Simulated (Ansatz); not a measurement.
For antiferromagnetic bcc Cr, PBE-D3(BJ) in Ansatz (plane waves, PAW) gives:

lattice parameter a: 2.829 Å
magnetic moment: 0.64 μB

Problem. What does r²SCAN+rVV10 (PAW; Ansatz, a first-principles code) give for the same quantities?

Solution. 
- lattice constant a: 2.944 Å (rises by 4.1 %)
- magnetic moment: 2.42 μB (increases by 1.78 μB)

For comparison: lattice constant a 2.877 Å (measured, corrected for temperature and zero-point phonon effects; as tabulated in Levämäki et al. (2014), arXiv:1402.3671).

Changes are worked out from the printed values.

Unless a cell is named, each level is at its own relaxed cell (PBE-D3(BJ) 11.32, r²SCAN+rVV10 12.75 Å³/atom).

Spin-polarised runs: PBE-D3(BJ) (opposed moments), r²SCAN+rVV10 (opposed moments).

Caveats: the commensurate order stands in for chromium's spin-density wave, and the size of the moments varies much between levels (PBE-D3(BJ), r²SCAN+rVV10). Ansatz's density-functional and Hartree–Fock values are scalar-relativistic unless marked +SOC, with PAW data made under PBE.
